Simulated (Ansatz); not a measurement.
**LiMgH (singlet): from Hartree-Fock to the top rungs at angle Li1–Mg2–H3 = 102.8°, cc-pVTZ**

An exercise on one series of results from a longer session: the logs are not shown, and one member is left open.

Method: cc-pVTZ, core rule «outside noble gas», up to 6 orbitals frozen; program: Ansatz 0.2.0, Gaussian basis.

The runs, in order: UHF; CCSD(T) on RHF; CCSD(T) on UHF; BCCD(T) on RHF; CCSDT(Q) on RHF; CCSDT(Q) on UHF; Full CI.

24 further runs of the same task are left out: 14 for a known fault of the program, 6 that didn't finish, 4 set aside as unsound or not needed.

## The system

The geometry derives from a PBE0/def2-TZVP stationary point (not a proven minimum). One angle is set to the value named; bond lengths are kept.

3 atoms, charge 0, spin multiplicity 1.

Atoms are counted from 1 here; the program's logs count them from 0.

Bond lengths: Mg2–H3 1.746 Å.

Coordinates:

```xyz
3

Li    1.3319    0.0000    1.7538
Mg   -0.4086    0.0000   -0.4266
H     0.6809    0.0000   -1.7913
```

Set-up of the first run:

in.yaml reads:

```yaml
crystal:
  periodic: [false, false, false]
  atoms:
    - {symbol: Li, position_ang: [1.331949, 0.000000, 1.753802]}
    - {symbol: Mg, position_ang: [-0.408613, 0.000000, -0.426562]}
    - {symbol: H, position_ang: [0.680868, 0.000000, -1.791331]}
basis:
  gaussian: {orbitals: cc-pVTZ}
magnetization: {spin_polarized: true, initial_magnetization: 0}
hamiltonian: {xc: hf}
output: {orbitals: {seedname: orbitals}}
```

Launch:

```bash
ansatz run in.yaml --threads 1 --pin off --events-out ev --progress --plain --max-ram 2393MiB
```

Steps of the session up to this table: UHF; CCSD(T) on RHF; CCSD(T) on UHF; BCCD(T) on RHF; CCSDT(Q) on RHF; CCSDT(Q) on UHF; Full CI.

One table of the session follows, with a row left open; its other results are not shown here.

| method | from FCI (kcal/mol) |
| --- | --- |
| RHF | +47.14 |
| UHF | +44.70 |
| RMP2 | ? |
| RCCSD | +1.06 |
| RCCSD(T) | +0.27 |
| BCCD(T) | +0.27 |
| RCCSDT | +0.04 |
| RCCSDT(Q) | +0.01 |
| FCI | 0 |

**Question.** Estimate the row for RMP2.

**Answer.** from FCI (kcal/mol): +12.46. In the column «from FCI (kcal/mol)» it lies between RCCSD (+1.06) and UHF (+44.70).

Not comparable, so not listed: CCSD(T) on UHF; CCSDT(Q) on UHF (they don't share determinant, frozen orbitals or solution with the rows shown, or repeat one).
